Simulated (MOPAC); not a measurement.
MOPAC input (PM7):

```
PM7 FORCE THERMO(298,298) PRECISE LET CHARGE=1 GEO-OK AUX(PRECISION=9) THREADS=1
HBe

Be    0.00000000 1    0.00000000 1   -0.25481750 1
H     0.00000000 1    0.00000000 1    1.04810492 1
```

Problem. Which zero-point energy does it print?

Solution. 4.00 kcal/mol, from the harmonic wavenumbers of PM7.
